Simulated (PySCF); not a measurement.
CH2BF (triplet state).
Structure used (PBE0-D3(BJ)/def2-SVP), in Å, numbered top down from 1:
```
atom  x, y, z in Å
B1    -0.571   -0.025    0.002
C2     0.868   -0.488   -0.031
F3     1.956    0.202   -0.034
H4    -0.786    1.164    0.032
H5    -1.449   -0.848   -0.002
```

The hyperfine couplings belong to this conformer and change with its torsions.

The species is `B[C]F` [triplet].

Method used: PySCF, UKS B3LYP, IGLO-III on B C F, pcH-1 on H, non-relativistic, mean-field spin-orbit, GIAO. Isolated species at its PBE0-D3(BJ)/def2-SVP geometry (one conformer only). This triplet need not be the ground state; the singlet was not compared here.

Principal values of hyperfine tensors in MHz (contact and dipolar terms together), for some of the nuclei:

```
atom  isotope      A1      A2      A3
  C2      13C  138.06  227.65  248.60
  H4       1H   35.89   37.35   51.12
  B1      11B   24.39   41.59   47.29
  H5       1H  -12.24   -9.56    5.87
```

**Question.** Give the isotropic coupling of each nucleus in MHz and in mT (g = 2.0027), and the anisotropic part.

**Answer.** a_iso is a third of the trace, T = A − a_iso, and a(mT) = a(MHz)/(g × 13.996).

```json
{"atom": "C2", "a_iso (MHz)": "204.77", "a_iso (mT)": "7.305", "T1": "-66.71", "T2": "22.88", "T3": "43.83"}
{"atom": "H4", "a_iso (MHz)": "41.45", "a_iso (mT)": "1.479", "T1": "-5.56", "T2": "-4.10", "T3": "9.67"}
{"atom": "B1", "a_iso (MHz)": "37.76", "a_iso (mT)": "1.347", "T1": "-13.37", "T2": "3.83", "T3": "9.54"}
{"atom": "H5", "a_iso (MHz)": "-5.31", "a_iso (mT)": "-0.190", "T1": "-6.93", "T2": "-4.25", "T3": "11.18"}
```

**Question.** What spin density at the nucleus of H4 lies behind its contact coupling (g_N = 5.58569)?

**Answer.** a_FC = 800.24 MHz bohr³ × g_N × ρ(0)/(2S). With a_FC = 41.45 MHz and 2S = 2, ρ(0) = 0.01855 bohr⁻³. In magnitude that is 5.8 % of the 1/π = 0.318 of a free hydrogen atom.

**Question.** F3 (19F, g_N = 5.25774) isn't in the table. Its spin density at the nucleus is 0.09632 bohr⁻³. What is its contact coupling?

**Answer.** By the same relation, a_FC = 202.6 MHz. Its full tensor has the principal values -29.12, 297.46, 339.54 MHz.

**Question.** Which nucleus of the table has the largest anisotropic coupling, and what is its form?

**Answer.** C2: -66.7, 22.9, 43.8 MHz, rhombic: the two smaller values differ by 31 % of the largest.
